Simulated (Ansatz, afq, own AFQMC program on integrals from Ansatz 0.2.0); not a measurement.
AFQMC on a folder of integrals that Ansatz 0.2.0 wrote.

```yaml
crystal:
  periodic: [false, false, false]
  atoms:
    - {symbol: Ge, position_ang: [-0.531097, 0.010113, 0.000000]}
    - {symbol: H, position_ang: [-1.042547, 1.456713, 0.000001]}
    - {symbol: H, position_ang: [-1.042547, -0.713187, 1.252791]}
    - {symbol: H, position_ang: [-1.042547, -0.713186, -1.252792]}
    - {symbol: H, position_ang: [1.111903, 0.010113, 0.000000]}
    - {symbol: O, position_ang: [2.372903, 0.010113, 0.000000]}
    - {symbol: H, position_ang: [2.624762, -0.929837, -0.000001]}
basis:
  gaussian: {orbitals: cc-pVDZ}
magnetization: {spin_polarized: true, initial_magnetization: 1}
correlation: {method: ccsd_t, electrons: outside_noble_gas, hamiltonian_folder: ham}
```

```sh
$ ansatz run in.yaml --threads 1 --pin off --events-out ev --progress --plain --max-ram 16896MiB --backend cuda --devices 0, --max-vram 18GiB
```

afq runs on the folder ham with

```
--method phaseless --trial cisd --walkers 4000 --populations 20 --least-time 60 --time-step 0.005 --steps-per-block 50 --equilibration-blocks 28 --max-blocks 4000 --target-error 0.00023 --factor-cut 1e-05 --start spin_pure --seed 821 --release-times 0.24,0.51,0.99,1.5 --release-step 0.03 --release-every 4 --taylor-order 6
```

Times are imaginary, in 1/Eh. The walk had a cap of 176 s. With eight or more populations the least sampling time is a fifth of least-time, and the error comes from their spread. Filled inner d shells are frozen with the cores.

Log:

```
orbitals 51  electrons 8 7  factors 410 of 671
reference energy -2153.00579275 Eh
CCSD correlation -0.33577276 Eh in 13 cycles, weight of the determinant in the CISD state 0.8640
energy of the start -2153.339475 Eh
 block  time / (1/Eh)  mean weight  energy / Eh
     1     0.250  0.9997  -2153.334843
     2     0.500  1.0001  -2153.338677
     3     0.750  1.0004  -2153.341649
     4     1.000  0.9996  -2153.343803
     5     1.250  1.0000  -2153.345439
     8     2.000  1.0001  -2153.349269
    11     2.750  1.0003  -2153.349226
    14     3.500  1.0001  -2153.348351
    17     4.250  0.9999  -2153.349432
    20     5.000  1.0005  -2153.349981
    23     5.750  1.0000  -2153.349390
    26     6.500  1.0002  -2153.350240
    29     7.250  1.0003  -2153.349920
    32     8.000  0.9995  -2153.350030
    35     8.750  1.0000  -2153.349291
    38     9.500  1.0002  -2153.350643
    41    10.250  0.9996  -2153.348612
    44    11.000  1.0002  -2153.350567
    47    11.750  1.0003  -2153.349920
    50    12.500  0.9993  -2153.349160
    53    13.250  1.0001  -2153.348844
    55    13.750  1.0001  -2153.348064
    56    14.000  1.0001  -2153.349480
    59    14.750  0.9999  -2153.349174
    62    15.500  0.9998  -2153.349416
    65    16.250  1.0001  -2153.349487
    68    17.000  1.0000  -2153.349928
    70    17.500  1.0001  -2153.350661
    71    17.750  1.0004  -2153.349713
    74    18.500  0.9994  -2153.349481
    77    19.250  1.0000  -2153.348906
    78    19.500  1.0002  -2153.349205
error from the spread of 20 populations
released: time / (1/Eh)  energy / Eh  error  mean overlap
  0.24  -2153.349802  0.000158  0.9993
  0.51  -2153.349831  0.000158  0.9993
  0.99  -2153.349935  0.000114  1.0016
  1.50  -2153.349987  0.000212  0.9974
energy -2153.349593 +/- 0.000123 Eh
(rows thinned)
```

The run passed its tests (sampling time, drift between the halves within three errors, error under three times the target), which doesn't prove that it has relaxed.

Against this walk (error 3.3 meV) on the same determinant: CCSD(T) 33.2 meV higher, CCSDT(Q) 13.0 meV lower. The error is statistical and leaves out the bias of the constraint. Released to 1.50 1/Eh the energy moves by -11 ± 7 meV (both errors), within twice the noise.

Cautions: constraint bias not in the error; no relativity below Rb; no spin-orbit coupling; inner d shell frozen.

The walk took 98 s on 1 × NVIDIA H100 80GB HBM3 with 2 threads of AMD EPYC 7R13 Processor (Zen 3), with other jobs on the host (the card was shared). The log's last line is the phaseless energy.

CCSDT and higher add their correlation energy to the determinant of the CCSD(T) run, since their own runs factorise the integrals more tightly (a shift of under 2 meV). A walk keeps the symmetry of its determinant, which the program's search chose and which needn't be the lowest solution, so a lower state of the same spin and another symmetry isn't excluded.
